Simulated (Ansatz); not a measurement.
The reference is Si in the diamond structure (space group Fd-3m, No. 227; a = 5.4338 Å).

Calculations: PBEsol (Ansatz, a program for electronic structure, PAW, no spin-orbit coupling).

| level | band gap | lattice parameter a |
|---|---|---|
| PBEsol | 0.47 eV | 5.434 Å |

Measured: band gap 1.23 eV (static lattice; corrected from measurement; as listed in Wei Chen et al., Physical Review Materials (2018)); lattice parameter a 5.421 Å (static lattice; corrected from measurement; as listed in Daniel Mejia-Rodriguez, S. B. Trickey, Phys. Rev. B (2018)).

Computed minus measured — band gap: PBEsol -0.76 eV; lattice parameter a: PBEsol +0.2 %. A measured gap can be an optical one, lowered by exciton binding.

Whether these cells are dynamically stable was not tested.
